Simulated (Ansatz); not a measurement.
# C₅H₆S: small, medium and large basis sets

The task here is to estimate one member of a computed series from the others.

Program: Ansatz 0.2.0, Gaussian basis. Level of theory: one geometry, several basis sets. These are calculated values, not measurements.

Levels to be run: PBE0-D4/def2-SVP; ωB97M-V/def2-SVP; PBE0-D4/def2-QZVPP; ωB97M-V/def2-QZVPP; the functionals' def2-TZVPP values are taken from earlier runs.

**The relaxed structure**

All runs share one geometry, relaxed beforehand with PBE0-D4 in a triple-zeta def2 set.

SMILES `Cc1ccsc1`, 12 atoms, charge 0, spin multiplicity 1.

Atoms are counted from 1 here; the program's logs count them from 0.

Bond lengths: C1–C2 1.493 Å, C1–H7 1.091 Å, C1–H8 1.094 Å, C1–H9 1.094 Å, C2–C3 1.423 Å, C2–C6 1.366 Å, C3–C4 1.362 Å, C3–H10 1.083 Å, C4–S5 1.705 Å, C4–H11 1.079 Å, S5–C6 1.706 Å, C6–H12 1.080 Å. Angles: C2–C1–H7 111.3°, C2–C1–H8 111.2°, C2–C1–H9 111.1°, H7–C1–H8 107.9°, H7–C1–H9 107.9°, H8–C1–H9 107.2°, C1–C2–C3 124.1°, C1–C2–C6 124.7°, C3–C2–C6 111.2°, C2–C3–C4 113.2°, C2–C3–H10 123.6°, C4–C3–H10 123.3°, C3–C4–S5 111.4°, C3–C4–H11 128.2°, S5–C4–H11 120.4°, C4–S5–C6 91.9°, C2–C6–S5 112.3°, C2–C6–H12 127.5° and more.

The first run:

The input, in.yaml:

```yaml
crystal:
  periodic: [false, false, false]
  atoms:
    - {symbol: C, position_ang: [-0.551632, -0.595343, 1.532041]}
    - {symbol: C, position_ang: [-0.153273, 0.020777, 0.231633]}
    - {symbol: C, position_ang: [0.790405, -0.552631, -0.665838]}
    - {symbol: C, position_ang: [0.987806, 0.196253, -1.785710]}
    - {symbol: S, position_ang: [0.031049, 1.606998, -1.766897]}
    - {symbol: C, position_ang: [-0.642094, 1.200435, -0.252423]}
    - {symbol: H, position_ang: [-1.287928, 0.018845, 2.051905]}
    - {symbol: H, position_ang: [-0.986601, -1.587520, 1.382280]}
    - {symbol: H, position_ang: [0.311870, -0.716449, 2.192158]}
    - {symbol: H, position_ang: [1.301480, -1.489100, -0.479574]}
    - {symbol: H, position_ang: [1.643956, -0.008513, -2.617763]}
    - {symbol: H, position_ang: [-1.368038, 1.851049, 0.212188]}
basis:
  gaussian: {orbitals: def2-SVP}
hamiltonian: {xc: pbe0, dispersion: d4}
output: {orbitals: {seedname: orbitals}}
```

Launch:

```
> ansatz run in.yaml --threads 4 --pin off --events-out ev --progress --plain --max-ram 10444MiB
```

Among the steps run: PBE0-D4 in def2-SVP; ωB97M-V in def2-SVP; PBE0-D4 in def2-QZVPP; ωB97M-V in def2-QZVPP.

One of the session's tables, all rows but one given; the rest of the session is left out.

It belongs to the step «Density functionals: the series». 

| functional | basis | HOMO (eV) | LUMO (eV) |
| --- | --- | --- | --- |
| PBE0-D4 | def2-SVP | ? | ? |
| PBE0-D4 | def2-TZVPP | -6.68 | -0.22 |
| PBE0-D4 | def2-QZVPP | -6.70 | -0.27 |
| ωB97M-V | def2-SVP | -8.75 | 2.07 |
| ωB97M-V | def2-TZVPP | -8.78 | 1.82 |
| ωB97M-V | def2-QZVPP | -8.80 | 1.73 |

**Question.** Estimate the row for PBE0-D4, def2-SVP.

The run gave: HOMO (eV): -6.66; LUMO (eV): -0.06. In the column «HOMO (eV)» it is the highest.
